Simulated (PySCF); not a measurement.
Screening by computed properties: pick the candidate that meets the target.

All species are isolated and taken at one optimised geometry (atoms past krypton carry core potentials, spin–orbit coupling is left out). Electronic properties by PySCF.

Dipoles, sizes and rotational constants follow the conformer. The torsions of the flexible species, by atom-mapped SMILES:
- `[CH3:1][C:2](=[O:3])[c:4]1[cH:5][cH:6][cH:7][o:8]1`: C1–C2–C4–C5 180°
- `[CH3:1][C:2]([CH3:3])([CH3:4])[CH:5]=[O:6]`: C1–C2–C5–O6 -121°

The conformers of `N#CCB1CCCCC1` aren't listed.

Problem. Wanted: lowest triplet excitation (Tamm–Dancoff) below 3.5 eV (TDA B3LYP/def2-SVPD) and lowest singlet excitation below 4.4 eV (TDDFT B3LYP/def2-SVPD), at PBE0-D3(BJ)/def2-SVP geometries. Which candidate meets both?
A. `CB(C)I`
B. `N#CCB1CCCCC1`
C. `FC(Cl)(Cl)Cl`
D. `c1(C(C)=O)occc1`
E. `CC(C)(C)C=O`

Solution. D. Computed values:
| species | lowest triplet excitation (Tamm–Dancoff) | lowest singlet excitation |
| --- | --- | --- |
| c1(C(C)=O)occc1 | 3.23 eV | 3.87 eV |
| CC(C)(C)C=O | 3.71 eV | 4.29 eV |
| CB(C)I | 4.35 eV | 4.49 eV |
| N#CCB1CCCCC1 | 5.22 eV | 5.64 eV |
| FC(Cl)(Cl)Cl | 5.57 eV | 6.09 eV |

Problem. Wanted: HOMO energy between -7.6 eV and -7.1 eV (B3LYP/def2-SVPD) and HOMO–LUMO gap below 7.1 eV (B3LYP/def2-SVPD), at PBE0-D3(BJ)/def2-SVP geometries. Which candidate meets both?
A. `CC(=O)c1ccco1`
B. `FC(Cl)(Cl)Cl`
C. `N#CCB1CCCCC1`
D. `CC(C)(C)C=O`

Solution. D. Computed values:
```
      species  HOMO energy  HOMO–LUMO gap
 FC(Cl)(Cl)Cl     -8.96 eV        7.32 eV
 N#CCB1CCCCC1     -8.08 eV        6.93 eV
  CC(C)(C)C=O     -7.16 eV        6.15 eV
CC(=O)c1ccco1     -6.96 eV        5.12 eV
```
